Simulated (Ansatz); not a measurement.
# Basis-set limit of BF, triplet

| atom | x (Å) | y (Å) | z (Å) |
| --- | --- | --- | --- |
| B | 0.0374 | -0.0223 | 0.0182 |
| F | -1.0108 | 0.5814 | -0.4934 |

Ansatz 0.2.0, UHF determinant, valence electrons correlated. Energies in eV.

```csv
set,X,functions,Hartree–Fock,MP2 correlation,CCSD(T) correlation,time
def2-TZVPP,3,62,-3376.0819,-7.9175,-8.2882,"4.9 s on 1 × NVIDIA H100 80GB HBM3 with 1 thread of AMD EPYC 7R13 Processor (Zen 3), with other jobs on the host"
def2-QZVPP,4,114,-3376.2445,-8.6723,-9.0236,"6 s on 1 × NVIDIA H100 80GB HBM3 with 1 thread of AMD EPYC 7R13 Processor (Zen 3), with other jobs on the host"
```

Hartree–Fock is taken to follow E(X) = E∞ + A·exp(−7.88·√X), correlation E(X) = E∞ + B·X^−2.97.

**Question.** Work out the CCSD(T) energy at the limit, and how far the shortcut misses it that extrapolates MP2 and adds CCSD(T) minus MP2 from the smaller set.

**Answer.** Hartree–Fock: E∞ = E4 + 0.1377·(E4 − E3) = -3376.2669. Correlation: E∞ = E4 + 0.7407·(E4 − E3) = -9.5683 for CCSD(T) and -9.2314 for MP2. The limit is -3385.8352 eV, 0.567 eV below def2-QZVPP. The shortcut gives a correlation energy of -9.2314 + (-0.3707) = -9.6021, 34 meV lower than the direct value.
